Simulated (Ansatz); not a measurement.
## Energy profile

The step: Si₂H₄ ([SiH][SiH3]) + H₂O → Si₂H₆O ([OH][SiH2][SiH3]); bonds formed: Si1–H3; dative contacts that become bonds: Si1–O4; bonds broken: H3–O4 (atoms numbered as in the saddle structure below).

```json
{"atom": "Si1", "x (Å)": "-0.1765", "y (Å)": "1.0154", "z (Å)": "0.0626"}
{"atom": "Si2", "x (Å)": "1.2109", "y (Å)": "-0.8307", "z (Å)": "0.4861"}
{"atom": "H3", "x (Å)": "-0.8354", "y (Å)": "1.5216", "z (Å)": "-1.3394"}
{"atom": "O4", "x (Å)": "-1.4014", "y (Å)": "0.3932", "z (Å)": "-1.2640"}
{"atom": "H5", "x (Å)": "-1.0536", "y (Å)": "1.0851", "z (Å)": "1.2800"}
{"atom": "H6", "x (Å)": "0.4135", "y (Å)": "-2.0423", "z (Å)": "0.8303"}
{"atom": "H7", "x (Å)": "2.0596", "y (Å)": "-1.1437", "z (Å)": "-0.6941"}
{"atom": "H8", "x (Å)": "2.1047", "y (Å)": "-0.5049", "z (Å)": "1.6329"}
{"atom": "H9", "x (Å)": "-2.3220", "y (Å)": "0.5062", "z (Å)": "-0.9941"}
```

Electronic energies by CCSD(T) at an estimated basis limit (MP2 extrapolated from triple and quadruple zeta, plus CCSD(T) − MP2 in triple zeta), on PBE0-D4/def2-TZVP structures; Si$_{2}$H$_{6}$O, closed shell; no counterpoise correction. Ansatz 0.2.0; basis: def2-TZVPP and def2-QZVPP; cores frozen in the correlated methods. Extrapolation: Hartree–Fock as exp(−7.88 √X), correlation as X^−2.97.

Task: Give the profile in kcal/mol, counted from the separated reactants. (Judge from chemistry; the value comes from the calculation.)

Result: The calculation gives:
```tsv
point	kcal/mol
separated: Si$_{2}$H$_{4}$ (linked as [SiH][SiH3]; Si1, Si2, H5, H6, H7, H8; singlet) + H$_{2}$O (H3, O4, H9; singlet)	0.00
start structure	-16.90
saddle	6.78
end structure	-72.90
```

The T1 diagnostic stays at or below 0.016. The restricted Hartree–Fock reference is unstable towards an unrestricted one at one or more of these structures.

Losses and insertions of silylenes and their heavier kin drive the gas-phase chemistry of silicon and germanium vapour deposition.

For scale, one of the runs: CCSD(T)/def2-TZVPP, 199 basis functions, launched by `ansatz run in.yaml --threads 2 --pin off --events-out ev --progress --plain --max-ram 4352MiB`. Hardware: 2 CPU threads of an Arm Neoverse V1, shared host. Wall time 46 s; peak host memory 2.2 GiB.
